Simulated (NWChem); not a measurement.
Molecule: hydrogen cyanide (CHN); SMILES N#C

```xyz
3

C      0.0000     0.0000    -0.4925
N      0.0000     0.0000     0.6532
H      0.0000     0.0000    -1.5611
```
Atoms are numbered in this order, from 1.

Program: NWChem. All runs use the structure optimised with PBE0-D3(BJ)/def2-TZVP. Core excitations by TDA in a window of 1s orbitals, non-relativistic and unshifted: absolute energies depend strongly on the exact-exchange share.

```csv
level,first 1s excitation (eV),dipole oscillator strength of the first,first state with f > 0.002 (eV),dipole oscillator strength of that state
"C K edge, BHandHLYP/def2-TZVP",283.9,0.0583,283.9,0.0583
"C K edge, B3LYP/def2-TZVP",…,…,…,…
"N K edge, BHandHLYP/def2-TZVP",397.3,0.0627,397.3,0.0627
"N K edge, B3LYP/cc-pVTZ",387.7,0.0453,387.7,0.0453
```

Complete the blanks.


- C K edge, B3LYP/def2-TZVP, first 1s excitation (eV): 275.7
- C K edge, B3LYP/def2-TZVP, dipole oscillator strength of the first: 0.0392
- C K edge, B3LYP/def2-TZVP, first state with f > 0.002 (eV): 275.7
- C K edge, B3LYP/def2-TZVP, dipole oscillator strength of that state: 0.0392
